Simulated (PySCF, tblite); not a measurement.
**CH₅BO: dynamics, then NMR shifts and electronic excitations on frames**

How do NMR shifts and electronic excitations of CH₅BO (`BOC`) change as the atoms move?

Programs: tblite 0.8.0 and PySCF 2.14.0, with density-fitted response routines of our own. Each step states its level of theory. These are calculated values for one molecule in the gas phase, unless marked as measured. Atoms count from 0, in the outputs and in this text.

## (1) Starting geometry

8 atoms, charge 0, multiplicity 1; geometry from: GFN2-xTB.

Bonds of the start (Å): B0–O1 1.32, O1–C2 1.40, B0–H3 1.18, B0–H4 1.17, C2–H5 1.09, C2–H6 1.09, C2–H7 1.09.

## (2) Thermal motion with GFN2-xTB

What the job is given:

```
{"job": {"kind": "md", "xc": "GFN2-xTB", "basis": "xTB", "temperature": 400, "steps": 2000, "every": 50, "frames": 5}, "charge": 0, "multiplicity": 1}
B      1.325739    -0.161484     0.225488
O      0.206409     0.499803     0.455938
C     -1.041987     0.184885    -0.105120
H      1.373560    -1.099386    -0.492814
H      2.273646     0.243594     0.781212
H     -1.399805     1.049009    -0.670288
H     -0.982722    -0.683114    -0.767771
H     -1.745782    -0.023895     0.704270
```

With the program's defaults for keys left out, this is: GFN2-xTB Langevin dynamics, gas phase.

Command:

```
OMP_NUM_THREADS=1 python probes_run.py task.json out
```

The driver reads the jobs from task.json and runs them one after another.

What it wrote:

```text
t/fs     T/K      E/eV
    0.0   312.1   -272.71750
   25.0   198.7   -272.58032
   50.0   265.3   -272.44797
   75.0   287.4   -272.48508
  100.0   206.8   -272.36744
  125.0   399.4   -272.45789
  150.0   286.9   -272.35694
  175.0   318.1   -272.51237
  200.0   206.5   -272.43193
  225.0   322.4   -272.39143
  250.0   420.4   -272.40685
  275.0   229.1   -272.31583
  300.0   291.1   -272.33736
  325.0   351.3   -272.45024
  350.0   439.4   -272.44252
  375.0   354.7   -272.44266
  400.0   526.4   -272.34406
  425.0   476.0   -272.19549
  450.0   317.3   -272.18489
  475.0   509.6   -272.47912
  500.0   501.4   -272.25461
  525.0   592.5   -272.39631
  550.0   536.1   -272.32883
  575.0   316.2   -272.31455
  600.0   462.0   -272.30151
  625.0   416.4   -272.31431
  650.0   308.3   -272.16639
  675.0   560.9   -272.20499
  700.0   582.1   -272.34592
  725.0   558.9   -272.28978
  750.0   394.1   -272.42059
  775.0   255.0   -272.37921
  800.0   401.2   -272.37865
  825.0   465.4   -272.45695
  850.0   501.2   -272.41070
  875.0   377.5   -272.36798
  900.0   434.0   -272.52581
  925.0   312.5   -272.51394
  950.0   326.9   -272.51277
  975.0   264.7   -272.42284
 1000.0   351.7   -272.56359
```

Run time: 4.2 s. Hardware: 1 thread of Arm Neoverse V1, shared host; peak memory 0.18 GiB.

Distance from the start (root mean square after alignment): 0 fs 0.00 Å, 200 fs 0.48 Å, 400 fs 1.01 Å, 600 fs 0.99 Å, 800 fs 0.82 Å, 1000 fs 0.93 Å.

Positions (Å) and forces (eV/Å) at 1000 fs:

```xyz
8

B    -0.526   -0.385    0.104    0.609    1.090   -0.019
O    -1.420   -0.810   -0.751   -0.723    0.623   -0.377
C    -2.417    0.034   -1.285    0.382    0.722   -0.584
H    -0.368    0.769    0.471   -0.417   -0.664   -0.205
H     0.285   -1.155    0.331    0.519   -0.654    0.480
H    -2.249    1.123   -1.086    0.332   -0.746   -0.349
H    -2.543   -0.166   -2.367    0.376    0.192    0.404
H    -3.354   -0.165   -0.838   -1.077   -0.562    0.651
```

## (3) Nuclear shieldings: 250 fs, PBE0/pcSseg-1

What the job is given:

```
{"job": {"kind": "nmr", "xc": "PBE0", "basis": "pcSseg-1", "pop": false}, "charge": 0, "multiplicity": 1}
B      1.390300    -0.625100     0.012100
O      0.163400    -0.216700     0.159700
C     -0.705000    -0.108600    -0.895100
H      2.042400    -0.826000    -1.001400
H      1.930100    -0.798000     1.067400
H     -0.335900     0.344500    -1.792900
H     -1.082400    -1.086400    -0.986200
H     -1.496500     0.588600    -0.629700
```

Level: GIAO PBE0/pcSseg-1 NMR shielding, non-relativistic, gas phase.

What it wrote:

```text
coarse grid: 6360 points
cycle   1  E = -140.9278355144  dE =  2.861e-01  |g| = 5.075e-01  |ddm| = 2.202e+00
cycle   2  E = -140.8568494893  dE =  7.099e-02  |g| = 8.072e-01  |ddm| = 9.497e-01
cycle   3  E = -140.9744646934  dE = -1.176e-01  |g| = 6.184e-02  |ddm| = 6.347e-01
cycle   4  E = -140.9752548439  dE = -7.902e-04  |g| = 1.086e-02  |ddm| = 4.627e-02
cycle   5  E = -140.9752865066  dE = -3.166e-05  |g| = 2.577e-03  |ddm| = 1.267e-02
cycle   6  E = -140.9752881609  dE = -1.654e-06  |g| = 2.229e-04  |ddm| = 2.714e-03
final grid: 60488 points
cycle   7  E = -141.0037439143  dE = -2.066e-05  |g| = 9.154e-03  |ddm| = 1.539e-02
cycle   8  E = -141.0037285759  dE =  1.534e-05  |g| = 1.338e-02  |ddm| = 1.104e-02
cycle   9  E = -141.0037589199  dE = -3.034e-05  |g| = 1.206e-03  |ddm| = 7.271e-03
cycle  10  E = -141.0037592563  dE = -3.364e-07  |g| = 1.380e-04  |ddm| = 1.087e-03
cycle  11  E = -141.0037592603  dE = -4.041e-09  |g| = 4.527e-05  |ddm| = 1.331e-04
cycle  12  E = -141.0037592608  dE = -5.400e-10  |g| = 1.014e-05  |ddm| = 4.490e-05
converged SCF energy = -141.0037592608

GIAO shielding tensors (ppm)
atom      isotropic    diamagn.    paramagn.     s11        s22        s33       span
  0 B       55.203     195.184    -139.981     23.172     40.532    101.906     78.734
  1 O      150.246     393.156    -242.910    -63.298    127.180    386.856    450.154
  2 C      133.291     243.910    -110.619     94.342    115.700    189.831     95.489
  3 H       25.606      29.297      -3.691     24.324     26.180     26.313      1.989
  4 H       26.629      30.311      -3.682     25.717     26.281     27.890      2.173
  5 H       28.131      29.454      -1.324     25.460     26.859     32.073      6.613
  6 H       28.105      29.339      -1.234     23.718     26.426     34.172     10.455
  7 H       27.714      28.825      -1.111     24.051     26.844     32.247      8.196
```

It took 2.4 s on 1 thread of Arm Neoverse V1, shared host; peak memory 0.35 GiB.

The references, computed at this level on geometries of the same kind, shield at (ppm): ¹H TMS 31.72, ¹³C TMS 186.9, ¹⁷O H2O 336.1, ¹¹B BF3·OEt2 100.1. Their shielding less the atom's gives the shift. The references are single molecules in the gas phase, so shifts against H2O, NH3, PH3, H3PO4 or CFCl3 are not on the usual liquid scales and can be off by tens of ppm. Each atom is listed at this fixed geometry, with no averaging over motion; a spectrum would average atoms that exchange fast.

| atoms | environment | σ (ppm) | δ (ppm) |
| --- | --- | --- | --- |
| C2 | methyl carbon bonded to O | 133.3 | 53.6 |
| H3 | hydrogen on a boron bonded to O | 25.61 | 6.11 |
| H4 | hydrogen on a boron bonded to O | 26.63 | 5.09 |
| H7 | hydrogen on a methyl carbon bonded to O | 27.71 | 4.00 |
| H6 | hydrogen on a methyl carbon bonded to O | 28.11 | 3.61 |
| H5 | hydrogen on a methyl carbon bonded to O | 28.13 | 3.59 |
| B0 | boron bonded to O, 2 H | 55.2 | 44.9 |
| O1 | oxygen bonded to C, B | 150.2 | 185.8 |

## (4) Excited states and response: 250 fs, PBE0/def2-SVPD

Same as in step 3 but for these lines:

```diff
@@ -1,2 +1,2 @@
-{"job": {"kind": "nmr", "xc": "PBE0", "basis": "pcSseg-1", "pop": false}, "charge": 0, "multiplicity": 1}
+{"job": {"kind": "uv", "xc": "PBE0", "basis": "def2-SVPD", "nstates": 5, "ntriplets": 0}, "charge": 0, "multiplicity": 1}
 B      1.390300    -0.625100     0.012100
```

Level: TDDFT PBE0/def2-SVPD, vertical, gas phase, core orbitals frozen in the response.

What it wrote:

```text
coarse grid: 6360 points
cycle   1  E = -140.8479309495  dE =  2.633e-01  |g| = 4.810e-01  |ddm| = 3.297e+00
cycle   2  E = -140.7776816018  dE =  7.025e-02  |g| = 7.791e-01  |ddm| = 9.749e-01
cycle   3  E = -140.8926544414  dE = -1.150e-01  |g| = 5.416e-02  |ddm| = 5.609e-01
cycle   4  E = -140.8932833585  dE = -6.289e-04  |g| = 1.023e-02  |ddm| = 7.853e-02
cycle   5  E = -140.8933119560  dE = -2.860e-05  |g| = 2.405e-03  |ddm| = 2.321e-02
cycle   6  E = -140.8933135076  dE = -1.552e-06  |g| = 2.659e-04  |ddm| = 3.971e-03
final grid: 60488 points
cycle   7  E = -140.9213609953  dE = -2.105e-05  |g| = 8.250e-03  |ddm| = 3.987e-02
cycle   8  E = -140.9213478281  dE =  1.317e-05  |g| = 1.205e-02  |ddm| = 1.592e-02
cycle   9  E = -140.9213741255  dE = -2.630e-05  |g| = 1.123e-03  |ddm| = 8.924e-03
cycle  10  E = -140.9213744322  dE = -3.068e-07  |g| = 1.383e-04  |ddm| = 1.277e-03
cycle  11  E = -140.9213744362  dE = -4.030e-09  |g| = 4.312e-05  |ddm| = 2.308e-04
cycle  12  E = -140.9213744367  dE = -4.960e-10  |g| = 9.951e-06  |ddm| = 7.510e-05
converged SCF energy = -140.9213744367

Static polarisability (au): isotropic 32.639, principal 26.621 31.593 39.704

Singlet excitations
state   eV       nm        f      main configurations
  1   6.1202    202.6   0.00016   H->L 0.99
  2   7.9073    156.8   0.04190   H->L+1 0.89
  3   7.9490    156.0   0.01048   H-2->L 0.81, H-1->L 0.10
  4   8.1929    151.3   0.12034   H-1->L 0.85, H-2->L 0.11
  5   8.8019    140.9   0.02946   H->L+2 0.86, H->L+3 0.09
```

Wall time 3.2 s (1 thread of Arm Neoverse V1, shared host); peak memory 0.43 GiB.

Frontier orbitals and where they lie:

| orbital | eV | atoms |
| --- | --- | --- |
| HOMO−3 | -12.01 | B0 38 %, H3 25 %, H4 16 % |
| HOMO−2 | -10.01 | C2 27 %, O1 26 %, B0 14 % |
| HOMO−1 | -9.63 | O1 51 %, C2 20 %, H6 12 % |
| HOMO | -8.37 | B0 31 %, O1 27 %, H4 19 % |
| LUMO | -0.36 | B0 46 %, O1 26 %, H3 13 % |
| LUMO+1 | 0.68 | B0 42 %, C2 22 %, H5 8 % |
| LUMO+2 | 1.53 | B0 33 %, C2 20 %, H7 12 % |

With each of the 5 states as a Gaussian band of 0.4 eV half-width at 1/e, the curve within the window shown has maxima at 152 nm (ε 6,400) L/(mol cm). Beyond the last state computed it falls off for lack of states. The curve at chosen wavelengths:

```
 nm  ε (L/mol/cm)
136           708
140          1540
143          2383
147          4425
150          5983
154          6162
157          4818
161          2550
164          1289
168           404
171           142
175            28
178             7
182             1
185             1
189             2
192             3
196             5
199             6
203             6
206             6
210             5
213             4
217             2
220             1
224             1
```

Further results of this job:

| property | computed |
| --- | --- |
| dipole moment (D) | 1.86 |
| polarisability (Å³) | 4.84 |
| HOMO–LUMO gap (eV) | 8.01 |
| −ε(HOMO) (eV) | 8.37 |

## (5) Shielding tensors: 425 fs, PBE0/pcSseg-1

What the job is given:

```
{"job": {"kind": "nmr", "xc": "PBE0", "basis": "pcSseg-1", "pop": false}, "charge": 0, "multiplicity": 1}
B      1.182600    -0.582200    -0.286400
O     -0.029900    -0.280900    -0.290500
C     -0.947700    -0.601500    -1.326400
H      1.607100    -1.321300    -1.122000
H      1.637400    -0.077000     0.639500
H     -0.766700    -1.572700    -1.651600
H     -1.990400    -0.724800    -0.858100
H     -0.804300     0.168500    -2.044300
```

Level: GIAO PBE0/pcSseg-1 NMR shielding, non-relativistic, gas phase.

What it wrote:

```text
coarse grid: 6360 points
cycle   1  E = -140.9083415527  dE =  3.123e-01  |g| = 5.459e-01  |ddm| = 2.197e+00
cycle   2  E = -140.8309605057  dE =  7.738e-02  |g| = 8.553e-01  |ddm| = 1.254e+00
cycle   3  E = -140.9626183351  dE = -1.317e-01  |g| = 6.797e-02  |ddm| = 8.621e-01
cycle   4  E = -140.9635604060  dE = -9.421e-04  |g| = 1.334e-02  |ddm| = 5.311e-02
cycle   5  E = -140.9636062117  dE = -4.581e-05  |g| = 2.840e-03  |ddm| = 1.399e-02
cycle   6  E = -140.9636079131  dE = -1.701e-06  |g| = 8.240e-04  |ddm| = 2.511e-03
final grid: 60488 points
cycle   7  E = -140.9925821563  dE = -1.957e-05  |g| = 1.040e-02  |ddm| = 1.670e-02
cycle   8  E = -140.9925583031  dE =  2.385e-05  |g| = 1.595e-02  |ddm| = 1.449e-02
cycle   9  E = -140.9926010838  dE = -4.278e-05  |g| = 9.586e-04  |ddm| = 1.020e-02
cycle  10  E = -140.9926013135  dE = -2.297e-07  |g| = 1.613e-04  |ddm| = 1.133e-03
cycle  11  E = -140.9926013187  dE = -5.215e-09  |g| = 5.892e-05  |ddm| = 1.474e-04
cycle  12  E = -140.9926013195  dE = -8.465e-10  |g| = 1.377e-05  |ddm| = 5.129e-05
converged SCF energy = -140.9926013195

GIAO shielding tensors (ppm)
atom      isotropic    diamagn.    paramagn.     s11        s22        s33       span
  0 B       61.517     198.690    -137.173     39.672     43.620    101.259     61.586
  1 O      120.228     397.434    -277.206    -98.542     90.925    368.300    466.842
  2 C      123.831     244.362    -120.531     80.228    107.145    184.120    103.892
  3 H       26.651      30.767      -4.116     25.008     26.742     28.204      3.196
  4 H       27.184      32.450      -5.266     25.365     25.579     30.608      5.243
  5 H       28.680      30.241      -1.561     26.567     27.615     31.856      5.289
  6 H       26.228      26.930      -0.702     22.931     25.361     30.391      7.460
  7 H       27.674      28.780      -1.107     24.021     26.005     32.994      8.973
```

Run time: 2.1 s. Hardware: 1 thread of Arm Neoverse V1, shared host; peak memory 0.43 GiB.

This run: δ C2 63.1, B0 38.6, O1 215.9, H6 5.49, H3 5.07 ppm.

## (6) TDDFT and polarisability: 425 fs, PBE0/def2-SVPD

Same as in step 5 but for these lines:

```diff
@@ -1,2 +1,2 @@
-{"job": {"kind": "nmr", "xc": "PBE0", "basis": "pcSseg-1", "pop": false}, "charge": 0, "multiplicity": 1}
+{"job": {"kind": "uv", "xc": "PBE0", "basis": "def2-SVPD", "nstates": 5, "ntriplets": 0}, "charge": 0, "multiplicity": 1}
 B      1.182600    -0.582200    -0.286400
```

Level: TDDFT PBE0/def2-SVPD, vertical, gas phase, core orbitals frozen in the response.

What it wrote:

```text
coarse grid: 6360 points
cycle   1  E = -140.8280631521  dE =  2.900e-01  |g| = 5.173e-01  |ddm| = 3.502e+00
cycle   2  E = -140.7500503911  dE =  7.801e-02  |g| = 8.289e-01  |ddm| = 1.103e+00
cycle   3  E = -140.8800399375  dE = -1.300e-01  |g| = 6.023e-02  |ddm| = 6.308e-01
cycle   4  E = -140.8808060245  dE = -7.661e-04  |g| = 1.324e-02  |ddm| = 9.314e-02
cycle   5  E = -140.8808519828  dE = -4.596e-05  |g| = 2.906e-03  |ddm| = 2.678e-02
cycle   6  E = -140.8808539099  dE = -1.927e-06  |g| = 7.997e-04  |ddm| = 4.401e-03
final grid: 60488 points
cycle   7  E = -140.9093493976  dE = -2.002e-05  |g| = 9.311e-03  |ddm| = 3.855e-02
cycle   8  E = -140.9093286710  dE =  2.073e-05  |g| = 1.437e-02  |ddm| = 1.861e-02
cycle   9  E = -140.9093658696  dE = -3.720e-05  |g| = 8.921e-04  |ddm| = 1.075e-02
cycle  10  E = -140.9093660792  dE = -2.097e-07  |g| = 1.608e-04  |ddm| = 1.357e-03
cycle  11  E = -140.9093660844  dE = -5.208e-09  |g| = 5.534e-05  |ddm| = 2.321e-04
cycle  12  E = -140.9093660852  dE = -7.547e-10  |g| = 1.300e-05  |ddm| = 8.192e-05
converged SCF energy = -140.9093660852

Static polarisability (au): isotropic 32.270, principal 26.667 30.997 39.146

Singlet excitations
state   eV       nm        f      main configurations
  1   6.3742    194.5   0.00047   H->L 0.99
  2   7.7819    159.3   0.02835   H->L+1 0.97
  3   8.5516    145.0   0.00988   H-2->L 0.96
  4   8.7173    142.2   0.00758   H->L+2 0.83, H-1->L 0.13
  5   8.8501    140.1   0.12110   H-1->L 0.79, H->L+2 0.13
```

Run time: 3.3 s. Hardware: 1 thread of Arm Neoverse V1, shared host; peak memory 0.44 GiB.

Key values: HOMO -8.27 eV, LUMO -0.02 eV; lowest singlet 6.37 eV.

## (7) Shielding tensors: 625 fs, PBE0/pcSseg-1

What the job is given:

```
{"job": {"kind": "nmr", "xc": "PBE0", "basis": "pcSseg-1", "pop": false}, "charge": 0, "multiplicity": 1}
B      0.513500     0.068200    -0.624100
O     -0.652900    -0.319700    -0.991500
C     -1.118100    -1.298100    -1.845100
H      1.562200    -0.235700    -1.026800
H      0.594600     0.953200     0.255500
H     -0.279500    -2.041700    -2.165200
H     -1.843900    -1.877900    -1.315600
H     -1.613100    -1.048800    -2.744100
```

With the program's defaults for keys left out, this is: GIAO PBE0/pcSseg-1 NMR shielding, non-relativistic, gas phase.

What it wrote:

```text
coarse grid: 6360 points
cycle   1  E = -140.9259575320  dE =  2.431e-01  |g| = 4.960e-01  |ddm| = 2.193e+00
cycle   2  E = -140.8663842148  dE =  5.957e-02  |g| = 7.616e-01  |ddm| = 9.077e-01
cycle   3  E = -140.9696554592  dE = -1.033e-01  |g| = 6.122e-02  |ddm| = 6.066e-01
cycle   4  E = -140.9704083080  dE = -7.528e-04  |g| = 1.257e-02  |ddm| = 4.632e-02
cycle   5  E = -140.9704465184  dE = -3.821e-05  |g| = 3.793e-03  |ddm| = 1.287e-02
cycle   6  E = -140.9704497412  dE = -3.223e-06  |g| = 9.306e-04  |ddm| = 2.969e-03
final grid: 60488 points
cycle   7  E = -140.9987426371  dE = -1.830e-05  |g| = 9.022e-03  |ddm| = 1.469e-02
cycle   8  E = -140.9987263591  dE =  1.628e-05  |g| = 1.351e-02  |ddm| = 1.110e-02
cycle   9  E = -140.9987567387  dE = -3.038e-05  |g| = 9.128e-04  |ddm| = 7.468e-03
cycle  10  E = -140.9987569450  dE = -2.063e-07  |g| = 1.470e-04  |ddm| = 9.157e-04
cycle  11  E = -140.9987569494  dE = -4.420e-09  |g| = 5.187e-05  |ddm| = 1.345e-04
cycle  12  E = -140.9987569501  dE = -6.911e-10  |g| = 1.059e-05  |ddm| = 4.836e-05
converged SCF energy = -140.9987569501

GIAO shielding tensors (ppm)
atom      isotropic    diamagn.    paramagn.     s11        s22        s33       span
  0 B       57.862     196.697    -138.835     21.017     49.023    103.547     82.530
  1 O      153.826     395.191    -241.365    -63.015    131.232    393.260    456.274
  2 C      130.255     238.662    -108.407     99.179    105.896    185.690     86.511
  3 H       26.228      31.069      -4.841     24.699     26.820     27.164      2.465
  4 H       25.789      30.236      -4.447     24.933     25.419     27.015      2.081
  5 H       26.691      25.665       1.027     23.766     25.005     31.302      7.536
  6 H       27.869      28.077      -0.207     24.245     26.224     33.139      8.894
  7 H       28.150      27.144       1.006     25.455     25.854     33.142      7.686
```

Wall time 2 s (1 thread of Arm Neoverse V1, shared host); peak memory 0.44 GiB.

This run: δ C2 56.7, B0 42.2, O1 182.3, H4 5.93, H3 5.49 ppm.

## (8) Excited states and response: 625 fs, PBE0/def2-SVPD

Same as in step 7 but for these lines:

```diff
@@ -1,2 +1,2 @@
-{"job": {"kind": "nmr", "xc": "PBE0", "basis": "pcSseg-1", "pop": false}, "charge": 0, "multiplicity": 1}
+{"job": {"kind": "uv", "xc": "PBE0", "basis": "def2-SVPD", "nstates": 5, "ntriplets": 0}, "charge": 0, "multiplicity": 1}
 B      0.513500     0.068200    -0.624100
```

With the program's defaults for keys left out, this is: TDDFT PBE0/def2-SVPD, vertical, gas phase, core orbitals frozen in the response.

What it wrote:

```text
coarse grid: 6360 points
cycle   1  E = -140.8468196070  dE =  2.200e-01  |g| = 4.701e-01  |ddm| = 3.313e+00
cycle   2  E = -140.7882724701  dE =  5.855e-02  |g| = 7.322e-01  |ddm| = 9.251e-01
cycle   3  E = -140.8886876573  dE = -1.004e-01  |g| = 5.489e-02  |ddm| = 5.215e-01
cycle   4  E = -140.8893143874  dE = -6.267e-04  |g| = 1.230e-02  |ddm| = 7.979e-02
cycle   5  E = -140.8893510645  dE = -3.668e-05  |g| = 3.800e-03  |ddm| = 2.464e-02
cycle   6  E = -140.8893544949  dE = -3.430e-06  |g| = 7.984e-04  |ddm| = 4.748e-03
final grid: 60488 points
cycle   7  E = -140.9171763722  dE = -1.909e-05  |g| = 8.131e-03  |ddm| = 4.111e-02
cycle   8  E = -140.9171625125  dE =  1.386e-05  |g| = 1.214e-02  |ddm| = 1.534e-02
cycle   9  E = -140.9171888114  dE = -2.630e-05  |g| = 8.771e-04  |ddm| = 8.541e-03
cycle  10  E = -140.9171890088  dE = -1.974e-07  |g| = 1.479e-04  |ddm| = 1.079e-03
cycle  11  E = -140.9171890133  dE = -4.468e-09  |g| = 4.840e-05  |ddm| = 2.233e-04
cycle  12  E = -140.9171890139  dE = -6.161e-10  |g| = 1.050e-05  |ddm| = 8.139e-05
converged SCF energy = -140.9171890139

Static polarisability (au): isotropic 34.048, principal 26.790 32.691 42.663

Singlet excitations
state   eV       nm        f      main configurations
  1   5.8573    211.7   0.00029   H->L 0.99
  2   7.4601    166.2   0.05473   H->L+1 0.96
  3   8.2258    150.7   0.00410   H-2->L 0.94
  4   8.2956    149.5   0.00454   H->L+2 0.92
  5   8.4753    146.3   0.15402   H-1->L 0.85
```

It took 3.1 s on 1 thread of Arm Neoverse V1, shared host; peak memory 0.44 GiB.

This run: HOMO -7.95 eV, LUMO -0.22 eV; lowest singlet 5.86 eV.

## (9) Shielding tensors: 800 fs, PBE0/pcSseg-1

What the job is given:

```
{"job": {"kind": "nmr", "xc": "PBE0", "basis": "pcSseg-1", "pop": false}, "charge": 0, "multiplicity": 1}
B      0.338100    -0.103400     0.113100
O     -0.722200    -0.789300    -0.365000
C     -1.089100    -0.805800    -1.762600
H      1.162500     0.459000    -0.431400
H      0.242700     0.083500     1.306700
H     -0.293900    -0.277700    -2.355700
H     -0.999300    -1.897200    -1.966000
H     -2.144000    -0.443100    -1.861700
```

Method: GIAO PBE0/pcSseg-1 NMR shielding, non-relativistic, gas phase.

What it wrote:

```text
coarse grid: 6360 points
cycle   1  E = -140.9250618768  dE =  8.290e-02  |g| = 5.233e-01  |ddm| = 2.159e+00
cycle   2  E = -140.8236164277  dE =  1.014e-01  |g| = 9.080e-01  |ddm| = 1.068e+00
cycle   3  E = -140.9755435294  dE = -1.519e-01  |g| = 6.159e-02  |ddm| = 7.387e-01
cycle   4  E = -140.9763679082  dE = -8.244e-04  |g| = 1.443e-02  |ddm| = 5.202e-02
cycle   5  E = -140.9764180794  dE = -5.017e-05  |g| = 4.511e-03  |ddm| = 1.433e-02
cycle   6  E = -140.9764226263  dE = -4.547e-06  |g| = 1.062e-03  |ddm| = 3.410e-03
final grid: 60488 points
cycle   7  E = -141.0037267092  dE = -1.204e-05  |g| = 8.491e-03  |ddm| = 1.270e-02
cycle   8  E = -141.0037054420  dE =  2.127e-05  |g| = 1.403e-02  |ddm| = 1.152e-02
cycle   9  E = -141.0037395739  dE = -3.413e-05  |g| = 8.703e-04  |ddm| = 8.045e-03
cycle  10  E = -141.0037397606  dE = -1.867e-07  |g| = 1.259e-04  |ddm| = 8.334e-04
cycle  11  E = -141.0037397641  dE = -3.517e-09  |g| = 4.126e-05  |ddm| = 1.197e-04
cycle  12  E = -141.0037397645  dE = -4.417e-10  |g| = 7.882e-06  |ddm| = 3.853e-05
converged SCF energy = -141.0037397645

GIAO shielding tensors (ppm)
atom      isotropic    diamagn.    paramagn.     s11        s22        s33       span
  0 B       50.042     197.128    -147.086     12.194     39.353     98.577     86.383
  1 O      121.790     395.330    -273.541    -96.492    101.504    360.357    456.849
  2 C      113.546     245.263    -131.717     77.185     91.159    172.295     95.110
  3 H       26.348      32.323      -5.975     23.956     27.355     27.731      3.775
  4 H       26.254      30.961      -4.707     25.500     25.848     27.413      1.913
  5 H       26.635      27.931      -1.296     24.747     25.346     29.812      5.066
  6 H       26.093      26.953      -0.860     22.687     24.991     30.600      7.913
  7 H       26.297      26.951      -0.653     23.415     24.891     30.586      7.171
```

Run time: 2.1 s. Hardware: 1 thread of Arm Neoverse V1, shared host; peak memory 0.44 GiB.

In short: δ C2 73.4, B0 50.0, O1 214.3, H6 5.62, H4 5.46 ppm.

[end of part 1 of 2]
